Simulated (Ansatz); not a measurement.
# ClH2NSi, SMILES N[Si]Cl: vertical and adiabatic energies of changing the electron count

With Ansatz 0.2.0 through its Python package.

Typed at the interpreter:
```pycon
>>> import ansatz as az
>>> import numpy as np
>>> molecule = (
...     az.Crystal.molecule()
...     .atom("N", (0.0248, 0.8338, -0.1203))
...     .atom("Si", (0.4143, -0.2076, 1.1048))
...     .atom("Cl", (0.0262, -2.079, 0.3588))
...     .atom("H", (-0.9226, 0.7276, -0.3919))
...     .atom("H", (0.5071, 0.6516, -0.9928))
... )
>>> base = molecule.calculation()
>>> base = base.basis(gaussian="def2-SVP").functional("pbe", dispersion="d4")
>>> symbols = [site.symbol for site in molecule.cartesian_sites]
>>> start = np.array([site.position_ang for site in molecule.cartesian_sites], dtype=float)
>>> summary = base.relax(force_tolerance=0.01).run(threads=1, backend="cpu").report
>>> end = np.array(summary["positions_ang"])
>>> minimum = az.Crystal.molecule()
>>> for symbol, place in zip(symbols, end):
...     minimum = minimum.atom(symbol, place.tolist())
...
>>> ion = (
...     minimum.calculation()
...     .basis(gaussian="def2-SVP")
...     .functional("pbe", dispersion="d4")
...     .charge(1)
...     .spin("collinear", total=1)
... )
>>> vertical = ion.run(threads=1, backend="cpu").report
>>> settled = ion.relax(force_tolerance=0.01, max_steps=80).run(threads=1, backend="cpu").report
>>> print(f"vertical ionisation energy   {vertical['free_energy_ev'] - summary['free_energy_ev']:.3f} eV")
vertical ionisation energy   9.227 eV
>>> print(f"adiabatic, no zero point     {settled['free_energy_ev'] - summary['free_energy_ev']:.3f} eV")
adiabatic, no zero point     8.761 eV
>>> print(f"relaxation energy of the ion {vertical['free_energy_ev'] - settled['free_energy_ev']:.3f} eV")
relaxation energy of the ion 0.466 eV
>>> ionised = np.array(settled["positions_ang"])
>>> print("final positions (A) and the move of each atom")
final positions (A) and the move of each atom
>>> for symbol, xyz, old in zip(symbols, ionised, end):
...     print(f"{symbol:2s} {xyz[0]:10.5f} {xyz[1]:10.5f} {xyz[2]:10.5f}   {np.linalg.norm(xyz - old):7.4f}")
...
N    -0.16140    0.64372   -0.27161    0.0647
Si   -0.03868   -0.45074    0.98677    0.2657
Cl    0.65824   -2.29930    0.63252    0.2950
H    -0.51184    1.60371   -0.14349    0.1065
H     0.10348    0.42901   -1.24559    0.1796
```

The energies are electronic: no zero-point or thermal terms, and the basis set is short of its limit. The product may relax into another structure. The relaxation finds the nearest minimum, so the adiabatic value is an upper bound. Wall time of the script: 44 s on 1 thread of Arm Neoverse V1, on a shared host, peak memory 0.19 GiB.
